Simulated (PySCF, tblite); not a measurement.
Bond stretch in S₂, triplet.

Methods: UKS-LDA (SVWN5)/6-31G* = PySCF with unrestricted LDA (SVWN5)/6-31G*, spherical d; UMP2/3-21G = PySCF with unrestricted MP2 (frozen core)/3-21G; GFN2-xTB, 300 K electronic temperature (tblite); UCCSD(T) = CCSD(T) on UHF/cc-pVDZ, 10 core orbitals frozen run with PySCF.

Energies relative to the lowest point of each curve near equilibrium, in kJ/mol; the last columns give the difference from UCCSD(T):

```csv
R / Å,UKS-LDA (SVWN5)/6-31G*,UMP2/3-21G,GFN2-xTB,UCCSD(T),UKS-LDA (SVWN5)/6-31G* − UCCSD(T),UMP2/3-21G − UCCSD(T),GFN2-xTB − UCCSD(T)
1.53,434.9,701.1,447.4,491.9,-57.0,209.2,-44.5
1.62,216.5,408.3,204.9,250.5,-34.0,157.9,-45.5
1.68,124.0,272.8,110.1,147.1,-23.1,125.7,-37.0
1.78,35.3,120.9,26.3,46.0,-10.7,74.9,-19.7
1.84,10.3,61.8,5.7,16.0,-5.7,45.9,-10.2
1.89,1.1,26.0,0.0,3.6,-2.5,22.5,-3.6
1.94,0.0,0.0,2.0,0.0,0.0,0.0,2.0
2.00,7.1,6.2,12.0,5.5,1.6,0.7,6.6
2.08,26.7,16.4,34.4,24.4,2.3,-8.0,10.0
2.16,54.2,28.6,63.4,51.4,2.8,-22.8,12.0
2.35,134.5,70.5,143.2,130.5,4.1,-60.0,12.8
```

UKS-LDA (SVWN5)/6-31G* is furthest from UCCSD(T) at 1.53 (-57.0 kJ/mol, below); its mean absolute difference over the points is 13.1 kJ/mol.

UMP2/3-21G is furthest from UCCSD(T) at 1.53 (209.2 kJ/mol, above); its mean absolute difference over the points is 66.1 kJ/mol.

GFN2-xTB is furthest from UCCSD(T) at 1.62 (-45.5 kJ/mol, below); its mean absolute difference over the points is 18.5 kJ/mol.

The scan ran from 1.53 to 7.49 Å; beyond the distances shown one of the unrestricted levels run for this scan, shown here or not, changes its spin distribution in one step.
